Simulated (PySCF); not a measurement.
hydrogen fluoride (FH), SMILES F. Geometry: B3LYP-D3(BJ)/def2-TZVPD.

All values below come from B3LYP-D3(BJ)/def2-TZVPD (PySCF).

Harmonic wavenumbers (cm⁻¹): 4068. Rotational constants (GHz): 616.5 (linear); symmetry number 1.

**Question.** Work out the zero-point energy and the ideal-gas rigid-rotor harmonic-oscillator thermochemistry at 298.15 K and 1 atm.

**Answer.** ZPE = ½ Σ hcν = ½ × 4068 cm⁻¹ = 24.33 kJ/mol. H − E(el) = 33.01 kJ/mol. Entropy in J/(mol K): translation 146.11, rotation 27.52, vibration 0.00, total 173.63. G − E(el) = -18.76 kJ/mol. Cp = 29.10 J/(mol K).
